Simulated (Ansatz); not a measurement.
Results of PBE+SOC (Ansatz, a quantum-chemistry and plane-wave program, PAW) for grey tin (α-Sn).

Run with plane-wave cutoff 520 eV, 20×20×20 k mesh, Fermi–Dirac smearing 0.05 eV, PAW data made under PBE.

Cell (relaxed at this level):

```
CELL_PARAMETERS angstrom
      0.00000     3.32781     3.32781
      3.32781     0.00000     3.32781
      3.32781     3.32781     0.00000
ATOMIC_POSITIONS crystal
  Sn 0.50000 0.50000 0.50000
  Sn 0.75000 0.75000 0.75000
```

Q: Give the computed elastic constant C44, polycrystal shear modulus (Hill average), Voigt–Reuss–Hill bulk modulus, elastic constant C11 and elastic constant C12.

A: 
elastic constant C44: 25.2 GPa
polycrystal shear modulus (Hill average): 20.3 GPa
Voigt–Reuss–Hill bulk modulus: 35.4 GPa
elastic constant C11: 54.8 GPa
elastic constant C12: 25.7 GPa

Measured, for comparison: elastic constant C44 36.2 GPa, elastic constant C11 69 GPa, elastic constant C12 29.3 GPa (low temperature, zero-point motion not removed; as tabulated in Tanner et al. (2021), arXiv:2110.11888). Computed (rounded) less measured: elastic constant C44 -30 %, elastic constant C11 -21 %, elastic constant C12 -12 %.

Note: the solid has no gap at this level, which affects its response.

Elastic constants are with the ions relaxed.

Computed values are for the static lattice.
